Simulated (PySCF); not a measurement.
Compound: trans-2,3-epoxybutane, C₄H₈O.
InChI=1S/C4H8O/c1-3-4(2)5-3/h3-4H,1-2H3/t3-,4-/m0/s1

The closed-shell ground state was solved at several levels (PySCF, density fitting, gas phase, non-relativistic). Geometry: PBE0-D3(BJ)/def2-SVP; no solvent, vibrations or thermal averaging.

```tsv
level	basis functions	total energy (Eh)	HOMO (eV)	LUMO (eV)	gap (eV)	dipole (D)
PBE0/IGLO-III	255	-232.2508	-7.70	1.01	8.71	1.90
PBE0/cc-pVTZ	262	-232.2400	-7.65	1.49	9.14	1.82
PBE0/cc-pVDZ	110	-232.1698	-7.44	2.27	9.71	1.78
PBE0/aug-cc-pVDZ	187	-232.1866	-7.69	0.03	7.72	1.90
```

Estimate the row for PBE0/pcSseg-0, a basis of 61 functions; the other rows only guide the guess.

Total energy -231.5976 Eh, HOMO -7.62 eV, LUMO 2.60 eV, gap 10.22 eV, dipole 2.36 D.

Over all these levels, which gives the widest orbital gap and which the narrowest?

PBE0/pcSseg-0 has the widest, 10.22 eV, and PBE0/aug-cc-pVDZ the narrowest, 7.72 eV. From the narrowest to the widest the HOMO moves by +0.07 eV and the LUMO by +2.57 eV.

How much does the basis alone move the frontier levels among the 5 PBE0 rows (the withheld one included)?

The HOMO by 0.26 eV and the LUMO by 2.57 eV. By rising basis size (HOMO, LUMO in eV): pcSseg-0 -7.62, 2.60; cc-pVDZ -7.44, 2.27; aug-cc-pVDZ -7.69, 0.03; IGLO-III -7.70, 1.01; cc-pVTZ -7.65, 1.49.

How far do the dipole and the HOMO energy spread over the levels?

The dipole runs from 1.78 to 2.36 D (mean 1.95 D) and the HOMO from -7.70 to -7.44 eV.
